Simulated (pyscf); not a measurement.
Single points on ωB97X-D3(BJ)/def2-SVP structures (PySCF, gas phase).

Problem. H₃C–InH–CH₃ (SMILES [CH3][InH][CH3]) + H₂O (SMILES O) → CH₄ (SMILES C) + H₃C–InH–OH (SMILES [CH3][InH][OH])
Surface: singlet. Broken: C–In, H–O. Formed: C–H, In–O. Give ΔE‡ and ΔE from ωB97M-D3(BJ)/def2-TZVP, relative to the separated reactants.

Solution. ΔE‡ = 46.7 kJ/mol, ΔE = -75.0 kJ/mol. Zero-point energy shifts the barrier by -1.7 kJ/mol. It is a four-centre exchange, with an imaginary mode of 1427i cm⁻¹. On the reactant side the descent ends in an adduct with a In–O contact, 54.3 kJ/mol under the separated species and 95.7 kJ/mol under the saddle at ωB97X-D3(BJ)/def2-TZVP. What is counted as formed (In–O) is already present as a longer contact in the reactant adduct; forming that adduct is a step of its own. This is the saddle that the search found; another between the same sides may lie lower. Elements past Kr carry the def2 core potentials, without spin-orbit coupling.
